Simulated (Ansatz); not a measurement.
**MgNH₂ radical: how energies converge with the basis set**

The task here is to estimate one member of a computed series from the others.

Program: Ansatz 0.2.0, Gaussian basis. Level of theory: one geometry, several basis sets. These are calculated values, not measurements.

Levels to be run: PBE0-D4/def2-SVP; ωB97M-V/def2-SVP; PBE0-D4/def2-QZVPP; ωB97M-V/def2-QZVPP; the functionals' def2-TZVPP values are taken from earlier runs.

### Structure used throughout

The geometry comes from an earlier relaxation with PBE0-D4 in a triple-zeta def2 set; it is a stationary point.

SMILES `[NH2][Mg]`, 4 atoms, charge 0, spin multiplicity 2.

Atoms are counted from 1 here; the program's logs count them from 0.

Bond lengths: N1–Mg2 1.898 Å, N1–H3 1.010 Å, N1–H4 1.010 Å. Angles: Mg2–N1–H3 126.3°, Mg2–N1–H4 126.3°, H3–N1–H4 107.4°.

Set-up of the first run:

in.yaml reads:

```yaml
crystal:
  periodic: [false, false, false]
  atoms:
    - {symbol: N, position_ang: [-0.135835, -0.005136, -0.095997]}
    - {symbol: Mg, position_ang: [1.484586, -0.114370, 0.885878]}
    - {symbol: H, position_ang: [-0.988538, -0.510485, 0.099130]}
    - {symbol: H, position_ang: [-0.304614, 0.569690, -0.909411]}
basis:
  gaussian: {orbitals: def2-SVP}
magnetization: {spin_polarized: true, initial_magnetization: 1}
hamiltonian: {xc: pbe0, dispersion: d4}
output: {orbitals: {seedname: orbitals}}
```

Among the steps run: PBE0-D4 in def2-SVP; ωB97M-V in def2-SVP; PBE0-D4 in def2-QZVPP; ωB97M-V in def2-QZVPP.

One table of the session follows, with a row left open; its other results are not shown here.

It belongs to the step «Functionals by basis». 

| functional | basis | HOMO (eV) | LUMO (eV) |
| --- | --- | --- | --- |
| PBE0-D4 | def2-SVP | -5.07 | -2.14 |
| PBE0-D4 | def2-TZVPP | -5.13 | -2.18 |
| PBE0-D4 | def2-QZVPP | -5.14 | -2.18 |
| ωB97M-V | def2-SVP | ? | ? |
| ωB97M-V | def2-TZVPP | -6.62 | -0.70 |
| ωB97M-V | def2-QZVPP | -6.65 | -0.68 |

Q: Estimate the row for ωB97M-V, def2-SVP from the others.

**Answer.** HOMO (eV): -6.55; LUMO (eV): -0.72. In the column «HOMO (eV)» it lies between ωB97M-V, def2-TZVPP (-6.62) and PBE0-D4, def2-QZVPP (-5.14).
